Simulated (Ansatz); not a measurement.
Molecule: PH$_{3}$ (charge +1, doublet). 
Coordinates optimised at B3LYP-D3(BJ)/def2-TZVP (Ansatz, a program for electronic structure):
```
P
H 1 1.4029
H 1 1.4029 2 113.00
H 1 1.4029 2 113.00 3 129.90
```
Charge +1, spin multiplicity 2.

Task: Give the harmonic wavenumbers at B3LYP-D3(BJ)/def2-TZVP (Ansatz, finite differences of forces, unscaled).

Result: 749, 1048, 1048, 2450, 2524, 2524 cm⁻¹. Zero-point energy 14.8 kcal/mol.

Task: From these and the geometry, give the ideal-gas thermochemistry at 298.15 K and 1 atm (rigid rotor, harmonic oscillator).

Result: Point group C3v, rotational symmetry number 3. Rotational constants 160.2, 160.2, 91.59 GHz. S(trans) 36.50, S(rot) 13.39, S(vib) 0.41, S(elec, spin only) 1.38, S 51.7 cal/(mol K). H(298) - H(0) 2.47 kcal/mol; G - E(el) 1.8 kcal/mol.
